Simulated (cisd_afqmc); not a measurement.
Input (AFQMC/CISD/aug-cc-pVTZ; cisd_afqmc is a phaseless AFQMC code with CISD trial states that reads the integrals written by Ansatz):

Ansatz 0.2 input:
```python
import cisd_afqmc

open("ham.yaml", "w").write("""\
crystal:
  periodic: [false, false, false]
  atoms:
    - {symbol: C, position_ang: [-1.19957717, -0.01112594, -0.00003022]}
    - {symbol: N, position_ang: [1.40071483, 0.12986206, 0.00001478]}
    - {symbol: H, position_ang: [-1.42666017, -0.51293194, 0.93305678]}
    - {symbol: H, position_ang: [-1.41990717, -0.59138194, -0.88814322]}
    - {symbol: H, position_ang: [-1.52023717, 1.02280606, -0.04578322]}
    - {symbol: H, position_ang: [0.18892583, 0.12689606, 0.00100078]}
    - {symbol: H, position_ang: [1.57033783, -0.88766694, -0.00005322]}
basis:
  gaussian:
    orbitals: aug-cc-pVTZ
magnetization: {spin_polarized: true, initial_magnetization: 2}
correlation: {method: ccsd, electrons: outside_noble_gas, hamiltonian_folder: ham}
""")
rep = cisd_afqmc.ansatz("ham.yaml")
e_ccsd = rep["correlation"]["coupled_cluster"]["energy"]["hartree"]
out = cisd_afqmc.run("ham", e_ccsd, trial="CISD", walkers=1000, populations=1, threads=12, dt=0.005, steps=40, early=24, settle=10, least=100,
    cut=5e-5, rank_cut=2e-4, target=0.0004, seconds=1000, seed=4, memory=62639, gpu=True)
```

Output:

```
orbitals 205, occupied [8, 6], factors 941 of 1162, rank of the doubles 674 of 2770
E(HF) = -95.133260
E(CCSD) on the cut factors = -95.536004, shift to the whole factors -0.000015
Energy of the trial state on the determinant = -95.535974
  tau behind 7.2 of longer steps, mean of the populations' last blocks
   2.0  -95.55161
   4.0  -95.55058
   6.0  -95.55091
   8.0  -95.55044
  10.0  -95.54997
  12.0  -95.55176
  14.0  -95.55134
  16.0  -95.55176
  18.0  -95.55181
  20.0  -95.55098
  22.0  -95.55076
blocks 100 (0 outliers left out), error by blocks joined: 1: 0.00014, 2: 0.00016, 4: 0.00020, 8: 0.00019
E(AFQMC/CISD) = -95.55103 +/- 0.00020
```

The determinant is spin-contaminated: <S^2> is 2.06, 0.06 over the pure value.
